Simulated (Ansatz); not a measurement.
Input file for `F/C(Cl)=C(\F)Cl`:

```yaml
crystal:
  periodic: [false, false, false]
  atoms:
    - {symbol: F, position_ang: [0.271895, -1.736799, -0.393100]}
    - {symbol: C, position_ang: [0.288696, -0.567532, 0.224354]}
    - {symbol: Cl, position_ang: [1.120887, -0.554690, 1.695962]}
    - {symbol: C, position_ang: [-0.320730, 0.481340, -0.320396]}
    - {symbol: F, position_ang: [-0.944178, 0.355754, -1.479818]}
    - {symbol: Cl, position_ang: [-0.381568, 2.030826, 0.353199]}
basis:
  gaussian: {orbitals: def2-TZVPP}
correlation: {method: ccsd_t}
```

```sh
$ ansatz run in.yaml --threads 4 --pin off --events-out ev --progress --plain
```

Output of Ansatz, abridged:

```
Functional definition: HF
1338 factors; integrals over basis functions are off by at most 9.1e-4 eV
mean field evaluation 1: about -32479.2384 eV, gradient 3.2e1 eV
mean field evaluation 2: about -32479.5999 eV, gradient 3.3e1 eV
mean field evaluation 4: about -32481.8743 eV, gradient 4.0e0 eV
mean field evaluation 8: about -32481.9343 eV, gradient 2.6e-1 eV
mean field evaluation 16: about -32481.9348 eV, gradient 1.3e-6 eV
mean field -32481.93479342 eV, -1193.6890866122 hartree, gradient 1.3e-6 eV, S^2 0.000000; 0 other end points of the search recorded, 0 dependent functions left out; unrestricted orbitals would lower it
14 core orbitals not correlated: weight in the atoms' cores, before any rotation towards them, 1.000 or more for the frozen orbitals, at most 0.000 for the correlated occupied ones
reference -32481.93479342 eV, -1193.6890866122 hartree; 18, 18 occupied and 176, 176 virtual orbitals, 1338 factors
second order -32.05893249 eV of doubles, -0.00000000 eV of singles
cycle   1  -32.02494513 eV  change    3.4e-2 eV  update   1.2e-1
cycle   2  -32.73200343 eV  change   -7.1e-1 eV  update   3.9e-2
cycle   3  -32.91646941 eV  change   -1.8e-1 eV  update   1.8e-2
cycle   4  -32.89978431 eV  change    1.7e-2 eV  update   4.3e-3
cycle   5  -32.89691283 eV  change    2.9e-3 eV  update   1.9e-3
cycle   6  -32.89833576 eV  change   -1.4e-3 eV  update   5.3e-4
cycle   7  -32.89811005 eV  change    2.3e-4 eV  update   1.9e-4
cycle   8  -32.89797783 eV  change    1.3e-4 eV  update   6.1e-5
cycle   9  -32.89797971 eV  change   -1.9e-6 eV  update   2.3e-5
perturbative correction -1.38153247 eV, -0.0507703818 hartree
Total energy: -32516.21430560 eV, -1194.9488354491 hartree
```

Run time 48 s (4 threads of a server CPU on a shared host); peak host memory 3 GiB.

MP2 recovers 93.5 % of the CCSD(T) correlation energy and the triples give 4.0 %; T1 = 0.0119.
